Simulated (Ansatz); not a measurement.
```yaml
crystal:
  periodic: [false, false, false]
  atoms:
    - {symbol: Si, position_ang: [-0.504723, -0.033092, 0.000073]}
    - {symbol: B, position_ang: [1.400619, 0.048977, -0.000297]}
    - {symbol: H, position_ang: [-1.299588, 1.218162, 0.003063]}
    - {symbol: H, position_ang: [-1.009280, -0.762160, 1.179940]}
    - {symbol: H, position_ang: [-1.009963, -0.756948, -1.182707]}
    - {symbol: H, position_ang: [2.359761, 0.697711, 0.000857]}
basis:
  gaussian: {orbitals: def2-TZVP}
magnetization: {spin_polarized: true, initial_magnetization: 1}
hamiltonian: {xc: pbe0}
relax: {f_tol: 0.004, max_steps: 80}
```

```sh
$ ansatz run in.yaml --threads 1 --pin off --events-out ev --progress --plain --max-ram 2176MiB
```

Steps of the relaxation (energy above the last step; positions in Å, forces in eV/Å):

```
6
step 1, 84.2 meV
Si   -0.505   -0.033    0.000   -1.322    0.144    0.001
B     1.401    0.049    0.000    0.369   -0.411   -0.001
H    -1.300    1.218    0.003    0.046    0.348    0.001
H    -1.009   -0.762    1.180    0.137   -0.245    0.289
H    -1.010   -0.757   -1.183    0.136   -0.243   -0.290
H     2.360    0.698    0.001    0.634    0.407    0.001
```

```
6
step 2, 9.7 meV
Si   -0.560   -0.020    0.000   -0.452    0.009    0.000
B     1.380    0.044    0.000    0.272   -0.156    0.000
H    -1.295    1.282    0.003   -0.015   -0.046    0.000
H    -0.975   -0.795    1.205    0.004    0.025    0.003
H    -0.976   -0.790   -1.208    0.004    0.025   -0.003
H     2.364    0.692    0.001    0.187    0.143    0.000
```

```
6
step 3, 1.3 meV
Si   -0.570   -0.020    0.000   -0.047    0.008    0.000
B     1.399    0.037    0.000    0.016   -0.048    0.000
H    -1.316    1.274    0.003    0.023   -0.011    0.000
H    -0.981   -0.790    1.210    0.009    0.008   -0.020
H    -0.982   -0.784   -1.213    0.009    0.008    0.020
H     2.387    0.696    0.001   -0.008    0.035    0.000
```

```
6
step 6, 0.0 meV
Si   -0.568   -0.027    0.000    0.002   -0.001    0.000
B     1.407    0.017    0.000   -0.002   -0.001    0.000
H    -1.289    1.279    0.003    0.000    0.000    0.000
H    -0.989   -0.791    1.208   -0.001    0.000    0.000
H    -0.989   -0.786   -1.211   -0.001    0.000    0.000
H     2.365    0.721    0.001    0.002    0.002    0.000
```

Close pairs at the end: B2–H6 1.189 Å, Si1–H5 1.490 Å, Si1–H4 1.490 Å, Si1–H3 1.492 Å, Si1–B2 1.975 Å.

A stationary point of unrestricted PBE0 after 6 steps, with ⟨S²⟩ = 0.754 against 0.75 for a pure state; no frequencies were run, so it isn't proven a minimum. 23 s on 1 thread of Arm Neoverse V1, shared host.
